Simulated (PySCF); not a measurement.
**TDDFT excited states: NaF**

Sodium fluoride, NaF.
Z-matrix (Å and degrees, PBE0-D3(BJ)/def2-SVP geometry), rows numbered from 1:
```
F 
Na  1  1.8861
```

Theory: TDDFT CAM-B3LYP/def2-SVPD, vertical, gas phase, core orbitals frozen in the response in PySCF.

```tsv
state	E (eV)	ν̃ (cm⁻¹)	f	symmetry	main configurations (H = HOMO, L = LUMO)
S1	4.63	37330	0.014	Π	H-1/H→L (≥92%)
S2	4.63	37330	0.014	Π	H-1/H→L (≥92%)
S3	5.00	40340	0.049	Σ+	H-2→L (94%)
S4	6.59	53120	0.0000	–	H-1/H→L+1/L+2 (≥90%)
S5	6.59	53120	0.0000	–	H-1/H→L+1/L+2 (≥90%)
S6	6.60	53210	0.0000	–	H-1/H→L+1/L+2 (≥83%)
S7	6.81	54910	0.0083	Π	H-2→L+1/L+2 (≥92%)
S8	6.81	54910	0.0083	Π	H-2→L+1/L+2 (≥92%)
S9	6.85	55290	0.017	Σ+	H-1/H→L+1/L+2 (≥85%)
```

Triplets (Tamm–Dancoff): T1 4.55 eV, H-1/H→L (≥90%); T2 4.55 eV, H-1/H→L (≥90%); T3 4.74 eV, H-2→L (92%).

The lowest singlet level (S1/S2) lies at 4.63 eV (268 nm, ultraviolet) and is weak. The strongest level in the table is S3 at 5.00 eV (248 nm, f = 0.049). S1/S2, S4/S5 and S7/S8 lie within about 0.01 eV of each other in each set; the point group C∞v has degenerate representations, and within a degenerate level the listed configurations can mix freely. Löwdin shares by element: HOMO (one of a set within 0.03 eV) fluorine 96%; LUMO sodium 97%. Orbital energies (eV): HOMO-3 -27.49, HOMO-2 -8.74, HOMO-1 -8.51, HOMO -8.51, LUMO -1.02, LUMO+1 0.60, LUMO+2 0.60. Weighted by f, the mean energy of these states is 5.47 eV. The oscillator strengths of these states sum to 0.109; summed over the whole spectrum of an exact calculation they would give the number of electrons, 20 (Thomas–Reiche–Kuhn). All these states lie below the vertical ionisation energy of 10.55 eV (ΔSCF). Symmetry labels in C∞v follow from the direction of the transition dipole and are given only for states with f of 0.002 or more. Orbitals of the list HOMO-3 to LUMO+2 that lie within 0.01 eV of each other are written together with a slash and their weights summed (≥ marks a lower bound); for degenerate orbitals outside that list single weights are arbitrary. Singlets were solved by full linear response, triplets in the Tamm–Dancoff approximation. The highest level found (7.00 eV, f 0.052 so far) is left out, since the window may have cut off a degenerate partner.
